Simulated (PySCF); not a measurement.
Run record for `C=CP=C=CC`: BP86/def2-SVPD, full TDDFT, 6 singlets.

Method: TDDFT BP86/def2-SVPD, vertical, gas phase, core orbitals frozen in the response (PySCF 2.14.0, density-fitted response routines). Geometry: GFN2-xTB. A driver script takes a list of jobs; this job's settings line and coordinates (Å) are shown.

Command:
```bash
OMP_NUM_THREADS=1 python probes_run.py task.json out
```

Input:
```
{"job": {"kind": "uv", "xc": "BP86", "basis": "def2-SVPD", "nstates": 6, "ntriplets": 0, "tda": false}, "charge": 0, "multiplicity": 1}
C      3.309815     0.251814    -0.277347
C      2.001618     0.112319    -0.445552
P      1.038323    -1.129499     0.476467
C     -0.451091    -0.797545    -0.130421
C     -1.677070    -0.618575    -0.520362
C     -2.654144     0.318671     0.124875
H      3.858652    -0.362590     0.418004
H      3.883141     0.983368    -0.824258
H      1.456721     0.733182    -1.144954
H     -2.051328    -1.144790    -1.393918
H     -2.923448     1.113721    -0.570514
H     -2.231751     0.761414     1.023191
H     -3.563827    -0.221004     0.385813
```

Problem. Predict the output.

Solution. 
```
coarse grid: 11400 points
cycle   1  E = -535.6282960749  dE =  4.833e-01  |g| = 5.372e-01  |ddm| = 6.166e+00
cycle   2  E = -535.4157064857  dE =  2.126e-01  |g| = 9.610e-01  |ddm| = 2.265e+00
cycle   3  E = -535.6737172521  dE = -2.580e-01  |g| = 3.423e-01  |ddm| = 1.695e+00
cycle   4  E = -535.7125773419  dE = -3.886e-02  |g| = 5.158e-02  |ddm| = 5.387e-01
cycle   5  E = -535.7130238642  dE = -4.465e-04  |g| = 3.590e-02  |ddm| = 1.820e-01
cycle   6  E = -535.7134062937  dE = -3.824e-04  |g| = 1.540e-02  |ddm| = 9.016e-02
cycle   7  E = -535.7134737596  dE = -6.747e-05  |g| = 3.905e-03  |ddm| = 2.751e-02
cycle   8  E = -535.7134781421  dE = -4.382e-06  |g| = 8.463e-04  |ddm| = 6.821e-03
final grid: 105576 points
cycle   9  E = -535.8050408331  dE = -2.758e-05  |g| = 4.986e-03  |ddm| = 1.139e-01
cycle  10  E = -535.8050189509  dE =  2.188e-05  |g| = 9.671e-03  |ddm| = 1.905e-02
cycle  11  E = -535.8050445990  dE = -2.565e-05  |g| = 2.849e-03  |ddm| = 1.616e-02
cycle  12  E = -535.8050473432  dE = -2.744e-06  |g| = 5.207e-04  |ddm| = 4.605e-03
cycle  13  E = -535.8050474007  dE = -5.759e-08  |g| = 3.262e-04  |ddm| = 1.321e-03
cycle  14  E = -535.8050474303  dE = -2.955e-08  |g| = 6.935e-05  |ddm| = 4.547e-04
cycle  15  E = -535.8050474318  dE = -1.466e-09  |g| = 1.644e-05  |ddm| = 1.387e-04
cycle  16  E = -535.8050474318  dE = -5.446e-11  |g| = 9.631e-06  |ddm| = 4.284e-05
converged SCF energy = -535.8050474318

Static polarisability (au): isotropic 100.283, principal 63.941 74.957 161.951

Singlet excitations
state   eV       nm        f      main configurations
  1   3.8991    318.0   0.00213   H-1->L 0.98
  2   4.5827    270.5   0.21655   H->L 0.80, H-1->L+1 0.10
  3   4.7140    263.0   0.00787   H->L+1 0.95
  4   5.2540    236.0   0.00839   H->L+2 0.63, H-3->L 0.34
  5   5.3665    231.0   0.00018   H-2->L 0.71, H-1->L+2 0.27
  6   5.5255    224.4   0.00374   H-1->L+2 0.70, H-2->L 0.25
```

The SCF starts on a coarse grid where the log names one; the energy can jump when the final grid takes over, and dE then counts from the start density on the new grid. H and L stand for HOMO and LUMO; the number after each pair is its weight.

Problem. Give S1 in cm⁻¹ and kJ/mol.

Solution. 3.8991 eV × 8065.54 = 31448 cm⁻¹; × 96.485 = 376.2 kJ/mol.

Problem. Give the mean polarisability as a volume in Å³, and the ratio of the largest to the smallest principal value.

Solution. 100.283 au × 0.148185 = 14.86 Å³; 161.951/63.941 = 2.53.

In short: SCF converged in 16 cycles with 180 basis and 677 fitting functions; HOMO -5.86 eV, LUMO -2.38 eV; lowest singlet 3.90 eV; mean polarisability 100.3 au.

Problem. Estimate the wall time. Hardware: one thread, Arm Neoverse V2 (aarch64), no GPU (shared host). And the peak memory of the process?

Solution. About 22 s (density and orbital grids were written too), with 0.53 GiB resident at the peak, the Python interpreter and its libraries included.

Shape of the structure used: `[CH2:1]=[CH:2][P:3]=[C:4]=[CH:5][CH3:6]`: C1–C2–P3–C4 179°.

One conformer stands for the species.
